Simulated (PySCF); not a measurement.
# The bond of NaO, level by level

One table from this session's results is given with a row withheld; the runs are named, their logs left out.

Method: Na def2-SVPD, O def2-SVPD, no relativity; program: PySCF 2.14.0.

The first run:

Settings of the job:

* atoms: Na, O
* charge: 0
* basis: Na def2-SVPD, O def2-SVPD
* Hamiltonian: no relativity
* basis functions: 41
* electrons treated: 19
* masses in u: 22.9898, 15.9949
* levels: PBE0, PBE, r²SCAN, M06-L, B3LYP, M06-2X, LC-ωPBE, HF, MP2, SCS-MP2, CCSD, CCSD(T)
* grid: 80 radial by 434 angular points
* occupations: held fixed by the projection of orbital angular momentum
* dissociation limit: Na + O, each in its ground configuration
* starting distance in angstrom: 2.175
* values of 2S to try: 1, 3

Started as:

```
OMP_NUM_THREADS=1 python dia.py task.json out
```

Among the steps run: Input; First curve: PBE0; Excited determinants; PBE; r²SCAN (meta-GGA); M06-L (meta-GGA); B3LYP (global hybrid GGA); M06-2X; LC-ωPBE (range-separated hybrid); UHF; Adding correlation.

One of the session's tables, all rows but one given; the rest of the session is left out.

Energy (eV) from each level's lowest point:

| R (Å) | UHF | UHF-MP2 | UHF-SCS-MP2 | UHF-CCSD | UHF-CCSD(T) |
| --- | --- | --- | --- | --- | --- |
| 1.778 | 0.562 | 0.610 | 0.609 | n/a | n/a |
| 1.861 | 0.245 | 0.284 | 0.283 | 0.277 | 0.285 |
| 1.944 | 0.074 | 0.099 | 0.099 | 0.095 | 0.101 |
| 2.006 | 0.015 | 0.028 | 0.028 | 0.026 | 0.029 |
| 2.068 | 0.000 | 0.000 | 0.000 | 0.000 | 0.000 |
| 2.130 | 0.018 | 0.005 | 0.005 | 0.007 | 0.004 |
| 2.213 | ? | ? | ? | ? | ? |
| 2.316 | 0.203 | 0.148 | 0.149 | 0.155 | 0.143 |
| 2.440 | 0.384 | 0.304 | 0.307 | 0.315 | 0.296 |
| 2.606 | 0.655 | 0.547 | 0.550 | n/a | n/a |

Q: Estimate the row for R (Å) = 2.213 from the others.

Worked estimate for «UHF». A straight line through the neighbours (2.130, 0.018) and (2.316, 0.203) gives 0.018 + (0.203 − 0.018) × (2.213 − 2.130) / (2.316 − 2.130) = 0.101; a parabola fitted to 4 rows on both sides gives 0.087.

**Answer.** UHF: 0.082; UHF-MP2: 0.049; UHF-SCS-MP2: 0.050; UHF-CCSD: 0.054; UHF-CCSD(T): 0.047. In «UHF» the line misses by +0.019 and the parabola by +0.005.
